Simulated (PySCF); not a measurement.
Molecule: chloroform, CHCl3, net charge 0, singlet state. 
Coordinates optimised at B3LYP-D3(BJ)/def2-TZVP (Ansatz):
```xyz
5

C     -0.0077     0.0005     0.4558
H     -0.0259     0.0016     1.5371
Cl     0.0149     1.6916    -0.0853
Cl     1.4596    -0.8576    -0.0583
Cl    -1.4702    -0.8343    -0.1077
```

Dispersion corrections to the total energy (kcal/mol) from the dftd3 and dftd4 libraries through PySCF: D3(BJ) without and D4 with the three-body term, each with the damping fitted for the functional named.

| functional | D3(BJ) | D4 |
|---|---|---|
| TPSSh | -4.07 | -4.27 |
| PW6B95 | -1.95 | -2.99 |
| PBE | … | -3.49 |
| HSE06 | … | -2.73 |
| PBE0 | -3.01 | -2.92 |
| B2PLYP | -3.12 | -2.42 |
| BLYP | … | -7.90 |

Question: What belongs in the gaps?

Answer: 
- PBE, D3(BJ): -3.38
- HSE06, D3(BJ): -2.40
- BLYP, D3(BJ): -7.82
